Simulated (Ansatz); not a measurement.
A run of Ansatz (development build ahead of 0.2.0) on singlet LiF at this shape:

```xyz
2

Li    0.0000    0.0000   -1.2409
F     0.0000    0.0000    0.4136
```

Its results:

- Converged: yes
- Total energy: -106.94388 hartree
- Spin squared of the determinant: 0.000

Q: Which input gives this output? Name the method, the orbitals and the basis set, and write the input.

A: RHF in cc-pVDZ. An unrestricted run that stays on the closed shell gives the same numbers.

```yaml
crystal:
  periodic: [false, false, false]
  atoms:
    - { symbol: Li, position_ang: [0.0, 0.0, -1.24087] }
    - { symbol: F, position_ang: [0.0, 0.0, 0.41362] }
basis:
  gaussian: { orbitals: cc-pVDZ }
hamiltonian:
  xc: hf
```
